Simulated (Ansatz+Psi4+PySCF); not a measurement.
## doublet BeH: levels of theory in one basis

```xyz
2

Be    0.0000    0.0000    0.3236
H     0.0000    0.0000   -1.2943
```

Basis set: cc-pVTZ on H; cc-pCVTZ on Be (spherical functions). All electrons are correlated. Correlation on ROHF uses semicanonical orbitals with singles. Charge 0, multiplicity 2.

Computed with Ansatz (development build ahead of 0.2.0) and Psi4 1.11; each method stands on the lowest determinant of its kind that the runs found.

| method | E − E(ROHF) (eV) | <S²> of the determinant |
| --- | --- | --- |
| ROHF | 0.00 | 0.75 |
| UHF | -0.03 | 0.76 |
| ROHF-MP2 | -2.01 | – |
| UHF-MP2 | -2.02 | 0.76 |
| ROHF-CCSD | -2.42 | – |
| UHF-CCSD | -2.42 | 0.76 |
| ROHF-CCSD(T) | -2.45 | – |
| UHF-CCSD(T) | -2.45 | 0.76 |
